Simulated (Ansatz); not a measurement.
Born–Oppenheimer molecular dynamics of BClFH (4 atoms, charge 0, multiplicity 1). It starts at the highest image of a converged band. Of that band: Neighbouring images differ by up to 2.6 eV, so the band resolves the path poorly. A vibrational analysis at the climbing image gives one clearly imaginary mode, 1077i cm⁻¹: a first-order saddle point.

Computed with RKS B3LYP/def2-SVP in Ansatz.

```yaml
ensemble: NVE (velocity Verlet)
time_step: 0.5 fs
steps_asked: 200
starting_velocities_drawn_for: 100 K
seed: 7911
```

First frame:

```xyz
4
Properties=species:S:1:pos:R:3
B -0.394 0.000 0.417
H 0.888 0.000 0.965
F 1.479 0.000 0.007
Cl -1.317 0.000 -1.010
```

What does the run give?

All steps were run.

```
steps done                                               : 200
time covered                                             : 100 fs
mean temperature over the second half                    : 813 K
spread of the potential energy over the second half      : 13.3 meV per atom
mean potential energy of the second half above the start : -46.1 meV per atom
```

The conserved energy stayed within 0.16 meV per atom of its start (net change 0.039 meV per atom), so the integration is sound. The kinetic energy rose, since the run started high on the potential surface and went downhill. It ends in pieces (BCl + FH), so much of that is their flight and rotation, not heat. A run of 0.1 ps of so small a system gives no equilibrium averages. The orbitals stay closed-shell, which can raise the energy where a bond breaks towards radicals; this wasn't checked here.

What happens to the structure?

Between its relaxed ends the band would form H2–F3 and break B1–H2, B1–F3. These pairs go: H2–F3 1.13 → 0.90 Å, B1–H2 1.39 → 3.37 Å, B1–F3 1.92 → 3.88 Å. In the last frame they stand as after the step (other bonds may differ from the relaxed reactants and products). It ends as BCl + FH. Pairs count as bonded within 1.25 times the sum of covalent radii (0.12 Å more for H–H). The details hang on the random start.

How do temperature and energy run in time?


```csv
time (fs),T (K),potential energy less start (eV),conserved less start (meV/atom)
0,100,0.000,0.00
3,45,0.014,0.03
6,66,0.009,0.03
9,127,-0.007,0.00
12,98,0.001,0.06
15,284,-0.048,-0.01
18,381,-0.072,0.05
21,632,-0.138,-0.05
24,726,-0.162,0.08
27,934,-0.216,-0.01
30,1091,-0.256,-0.07
33,1097,-0.257,0.10
36,1189,-0.282,0.01
39,1270,-0.303,-0.12
42,1204,-0.285,0.04
45,1182,-0.279,0.07
48,1261,-0.301,-0.14
51,1212,-0.288,-0.10
54,1084,-0.254,0.10
57,1096,-0.258,-0.05
60,1086,-0.256,-0.15
63,948,-0.219,0.05
66,879,-0.201,0.10
69,900,-0.207,-0.07
72,845,-0.193,-0.07
75,717,-0.159,0.11
78,693,-0.153,0.05
81,740,-0.166,-0.15
84,673,-0.148,-0.06
87,583,-0.124,0.11
90,634,-0.138,-0.07
93,654,-0.144,-0.16
96,551,-0.116,0.04
99,512,-0.106,0.12
```

Run time: 3.3 min on 1 thread of Arm Neoverse V1, on a shared host, peak memory 0.091 GiB.
